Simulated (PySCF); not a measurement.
Simulated C 1s region for trans-3-hexene, `CC/C=C/CC`, binding energy against the vacuum level.

Every computed line was given a Gaussian of 1.0 eV full width at half maximum and an area set by the number of equivalent atoms; the highest printed point is 100. Method: delta-SCF UKS SCAN, pcX-2 on the ionised atom, pcseg-1 elsewhere, spin-free X2C in PySCF.

```csv
binding energy (eV),intensity
288.5,0
288.6,0
288.7,1
288.8,1
288.9,2
289.0,4
289.1,7
289.2,11
289.3,16
289.4,23
289.5,31
289.6,40
289.7,50
289.8,61
289.9,71
290.0,81
290.1,89
290.2,96
290.3,100
290.4,100
290.5,97
290.6,90
290.7,80
290.8,68
290.9,55
291.0,42
291.1,31
291.2,22
291.3,14
291.4,9
291.5,5
291.6,3
291.7,2
291.8,1
291.9,0
292.0,0
```

**Question.** How many maxima does the curve show, and how many computed lines lie under it?

**Answer.** The curve has 1 maximum (at 290.4 eV). Under it lie 3 lines from 3 inequivalent carbon sites. At this width some lines have no maximum of their own.

**Question.** Decompose the envelope and assign each component. Numbering: `[CH3:1][CH2:2]/[CH:3]=[CH:4]/[CH2:5][CH3:6]`.

**Answer.** 
```
position (eV)  relative area  line  atoms       environment
       289.91              2  C 1s  C3/C4  alkene CH carbon
       290.44              2  C 1s  C1/C6     methyl carbon
       290.55              2  C 1s  C2/C5    allylic carbon
```

**Question.** What are the centre and the root-mean-square width of the whole band?

**Answer.** The area-weighted mean of the lines is 290.30 eV. Their own spread about it is 0.28 eV (rms) and each Gaussian has σ = 1.0/2.355 = 0.42 eV; the variances add, which gives 0.51 eV.

The listed C 1s values span 0.64 eV, from C3/C4 (bonded to C (double bond), C and H) to C2/C5 (bonded to 2 C and 2 H). The widest gap between neighbouring values is 0.53 eV, between 289.91 and 290.44 eV. Summing the Pauling electronegativity differences to the bonded atoms, each weighted by its formal bond order, gives -0.35 for the lowest site and -0.70 for the highest; the largest sum, -0.35, belongs to C3/C4, 0.64 eV below the top. The smallest sum, -1.05, belongs to C1/C6, 0.53 eV above the lowest.

The curve has no shake-up lines and no vibrational structure. The first atom of each set that the bonding makes equivalent was ionised and stands for the set. Geometry: PBE0-D3(BJ)/def2-SVP, one conformer, isolated molecule.

On one thread of an Arm Neoverse N1, no GPU, shared host, this took 64 s.

Conformer computed: `[CH3:1][CH2:2]/[CH:3]=[CH:4]/[CH2:5][CH3:6]`: C1–C2–C3–C4 118°, C3–C4–C5–C6 118°.
